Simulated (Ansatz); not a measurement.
Results of r²SCAN-D4 (Ansatz, a first-principles code, plane waves, PAW) for bcc Nb.

Settings: plane-wave cutoff 560 eV, 24×24×24 k mesh, Fermi–Dirac smearing 0.05 eV, no spin polarisation, scalar-relativistic PAW data made under PBE.

Pressure at four volumes; x = ln(V/17.932 Å³). One pressure is withheld.

```csv
V (Å³/atom),x,P (GPa)
16.856,-0.0619,12.10
17.932,0.0000,0.01
18.649,0.0392,-6.39
19.008,0.0583,?
```

Problem. Pass a parabola P(x) through the three rows shown, estimate the bulk modulus and its pressure derivative near zero pressure, and predict the withheld pressure.

Solution. Slopes between the rows: (0.01 − (12.10))/(0.0000 − (-0.0619)) = -195.32 and (-6.39 − (0.01))/(0.0392 − (0.0000)) = -163.27 GPa. Their difference over the span 0.1011 is c = 32.05/0.1011 = 317.0 GPa, so P(x) = 12.10 + (-195.32)(x − (-0.0619)) + 317.0 (x − (-0.0619))(x − (0.0000)). At the middle row B = −dP/dx = −[-195.32 + 317.0 × 0.0619] = 175.7 GPa, and B′ = dB/dP = 2c/B = 3.6. At x = 0.0583 the parabola gives -9.16 GPa; the run gives -9.18 GPa. The Birch–Murnaghan fit to the energies at all volumes has B0 = 175 GPa and B′ = 3.6.

Measured, for comparison: bulk modulus 173 GPa (0 K value with the zero-point phonon effect removed; as tabulated in Mejia-Rodriguez and Trickey (2018), arXiv:1807.09216). Computed (rounded) less measured: bulk modulus +1 %.
